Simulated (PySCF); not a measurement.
Cartesian coordinates (Å):
```xyz
3

C     -0.0267     0.3540     0.0000
O      1.0266    -0.1484     0.0000
H     -0.9998    -0.2056     0.0000
```
Charge 0, spin multiplicity 2.

**Question.** What highest occupied spin orbital, dipole moment and total energy does CAM-B3LYP-D3(BJ)/def2-TZVP run with PySCF 2.14.0 give?

**Answer.** 
The highest occupied spin orbital is -7.83 eV and the dipole moment is 0.351 e·Å. The total energy is -113.8570 Ha.
